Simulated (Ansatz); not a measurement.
## SiH3S (SMILES [SiH2]S): methods side by side

SiH3S: 5 atoms, total charge 0, spin state doublet. As SMILES, `[SiH2]S`. The coordinates come from a PBE0-D4/def2-TZVP relaxation. This is one conformer, not always the lowest.

```xyz
5

Si   -0.0963   -0.6940   -0.3093
S     0.2731    1.4060   -0.2945
H    -0.0945   -1.2568    1.0730
H    -1.4403   -0.8432   -0.9299
H     1.4078    1.3143    0.4193
```

Each level gives the energy change with the S2–H5 bond stretched from 1.344 to 3.359 Å (eV). The values are calculated.

```json
{"level": "UHF/STO-3G", "kind": "Hartree–Fock", "program": "Ansatz", "value (eV)": "3.41", "CPU time (all runs)": "0.45 s"}
{"level": "UBLYP/STO-3G", "kind": "GGA", "program": "Ansatz", "value (eV)": "4.05", "CPU time (all runs)": "3.9 s"}
{"level": "U-wB97M-V/STO-3G", "kind": "range-separated hybrid", "program": "Ansatz", "value (eV)": "4.57", "CPU time (all runs)": "50 s"}
{"level": "U-wB97X/STO-3G", "kind": "range-separated hybrid", "program": "Ansatz", "value (eV)": "?", "CPU time (all runs)": "43 s"}
{"level": "UCAM-B3LYP/STO-3G", "kind": "range-separated hybrid", "program": "Ansatz", "value (eV)": "?", "CPU time (all runs)": "7.6 s"}
{"level": "UMP2/STO-3G", "kind": "perturbation theory", "program": "Ansatz", "value (eV)": "3.77", "CPU time (all runs)": "0.6 s"}
{"level": "UCCSD/STO-3G", "kind": "coupled cluster or CI", "program": "Ansatz", "value (eV)": "3.52", "CPU time (all runs)": "0.82 s"}
{"level": "UCCSDT/STO-3G", "kind": "coupled cluster or CI", "program": "Ansatz", "value (eV)": "3.45", "CPU time (all runs)": "1.5 s"}
{"level": "FCI/STO-3G", "kind": "exact in the basis", "program": "Ansatz", "value (eV)": "3.43", "CPU time (all runs)": "3.5 s"}
```

(1) Estimate the missing values from the other rows.

Answers

(1) As computed at these levels: U-wB97X/STO-3G: 4.46 eV; UCAM-B3LYP/STO-3G: 4.45 eV. The first shape isn't each level's own minimum. The values span 3.41 to 4.57 eV. Spin contamination of the reference (⟨S²⟩ at least 0.1 too high) touches UHF/STO-3G, UBLYP/STO-3G, U-wB97M-V/STO-3G, U-wB97X/STO-3G, UCAM-B3LYP/STO-3G, UMP2/STO-3G, UCCSD/STO-3G, UCCSDT/STO-3G. All rows use very small basis sets, so even the best lies far from the true value. CPU times are rough (shared hosts, several kinds of processor): they show what a rung costs within a factor of a few.
